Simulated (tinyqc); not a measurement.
ROHF in the sto-3g basis, for H2O, spin multiplicity 3, step by step. One step of it, computed by the program tinyqc.

Problem. Iteration 2: Roothaan effective Fock matrix. With projectors Pc = D(beta) S, Po = (D(alpha) - D(beta)) S, Pv = 1 - D(alpha) S, the block xy is Px^T F Py; with Fc = (F(alpha) + F(beta))/2, the blocks are Fc for cc, oo, vv and cv, F(beta) for co and F(alpha) for ov.

F(alpha) (hartree), lower triangle:
```
,1O 1s,1O 2s,1O 2px,1O 2py,1O 2pz,2H 1s,3H 1s
1O 1s,-20.564013
1O 2s,-5.247897,-2.675332
1O 2px,0.000000,0.000000,-0.688423
1O 2py,0.000000,0.000000,0.000000,-0.412403
1O 2pz,-0.005969,-0.053977,0.000000,0.000000,-0.661689
2H 1s,-0.557530,-0.591455,0.000000,-0.312698,-0.210650,-0.352963
3H 1s,-0.557530,-0.591455,0.000000,0.312698,-0.210650,-0.203780,-0.352963
```

F(beta) (hartree), lower triangle:
```
,1O 1s,1O 2s,1O 2px,1O 2py,1O 2pz,2H 1s,3H 1s
1O 1s,-20.518922
1O 2s,-5.189658,-2.397447
1O 2px,0.000000,0.000000,0.222718
1O 2py,0.000000,0.000000,0.000000,-0.338842
1O 2pz,-0.006472,0.029332,0.000000,0.000000,-0.229063
2H 1s,-0.550399,-0.557940,0.000000,-0.299005,-0.266105,-0.184738
3H 1s,-0.550399,-0.557940,0.000000,0.299005,-0.266105,-0.154858,-0.184738
```

D(alpha) after iteration 1, lower triangle:
```
,1O 1s,1O 2s,1O 2px,1O 2py,1O 2pz,2H 1s,3H 1s
1O 1s,1.063987
1O 2s,-0.280898,1.255491
1O 2px,0.000000,0.000000,1.000000
1O 2py,0.000000,0.000000,0.000000,0.487502
1O 2pz,-0.017530,0.114058,0.000000,0.000000,1.066327
2H 1s,0.050823,-0.330679,0.000000,0.279963,-0.192297,0.718289
3H 1s,0.050823,-0.330679,0.000000,-0.279963,-0.192297,0.396735,0.718289
```

D(beta) after iteration 1, lower triangle:
```
,1O 1s,1O 2s,1O 2px,1O 2py,1O 2pz,2H 1s,3H 1s
1O 1s,1.058661
1O 2s,-0.250846,1.085942
1O 2px,0.000000,0.000000,0.000000
1O 2py,0.000000,0.000000,0.000000,0.487502
1O 2pz,0.040641,-0.214132,0.000000,0.000000,0.431062
2H 1s,0.006898,-0.082864,0.000000,0.279963,0.287389,0.356080
3H 1s,0.006898,-0.082864,0.000000,-0.279963,0.287389,0.034525,0.356080
```

overlap S, lower triangle:
```
,1O 1s,1O 2s,1O 2px,1O 2py,1O 2pz,2H 1s,3H 1s
1O 1s,1.000000
1O 2s,0.236704,1.000000
1O 2px,0.000000,0.000000,1.000000
1O 2py,0.000000,0.000000,0.000000,1.000000
1O 2pz,0.000000,0.000000,0.000000,0.000000,1.000000
2H 1s,0.024619,0.285778,0.000000,0.205994,0.172460,1.000000
3H 1s,0.024619,0.285778,0.000000,-0.205994,0.172460,0.123586,1.000000
```

Give: effective F.

Solution.

effective F (hartree), lower triangle:
```
,1O 1s,1O 2s,1O 2px,1O 2py,1O 2pz,2H 1s,3H 1s
1O 1s,-20.5415
1O 2s,-5.2187,-2.5311
1O 2px,0.0000,0.0000,-0.2329
1O 2py,0.0000,0.0000,0.0000,-0.3756
1O 2pz,-0.0021,0.0211,0.0000,0.0000,-0.3928
2H 1s,-0.5573,-0.5947,0.0000,-0.3059,-0.2294,-0.3087
3H 1s,-0.5573,-0.5947,0.0000,0.3059,-0.2294,-0.2192,-0.3087
```
